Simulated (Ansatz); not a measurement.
Results of PBE0+SOC in Ansatz (plane waves, PAW) for chalcopyrite ZnGeP₂.

Settings: plane-wave cutoff 460 eV, 6×6×6 k mesh, Fermi–Dirac smearing 0.01 eV, PAW data made under PBE.

Cell (measured lattice):

```
CELL_PARAMETERS angstrom
     -2.73000     2.73000     5.35500
      2.73000    -2.73000     5.35500
      2.73000     2.73000    -5.35500
ATOMIC_POSITIONS crystal
  Zn 0.00000 0.00000 0.00000
  Zn 0.75000 0.25000 0.50000
  Ge 0.50000 0.50000 0.00000
  Ge 0.25000 0.75000 0.50000
  P  0.87500 0.87283 0.49783
  P  0.12717 0.62500 0.00217
  P  0.37500 0.37717 0.50217
  P  0.62283 0.12500 0.99783
```

Problem. What does this level give for the band gap and smallest direct gap on the k points sampled?

Solution. 
* **band gap**: 2.49 eV (indirect)
* **smallest direct gap on the k points sampled**: 2.63 eV

Measured, for comparison: band gap 2.05 eV (temperature not stated, not corrected to a static lattice, pseudodirect, our sources range from 1.80 to 2.20; as tabulated in Rashkeev et al. (1999), arXiv:cond-mat/9809378). Computed (rounded) less measured: band gap not scored (sources differ).

Note: cell and atoms aren't relaxed at this level (pressure 0.2 GPa).

Static lattice: no zero-point or thermal effects.

Ansatz is a program for electronic structure.
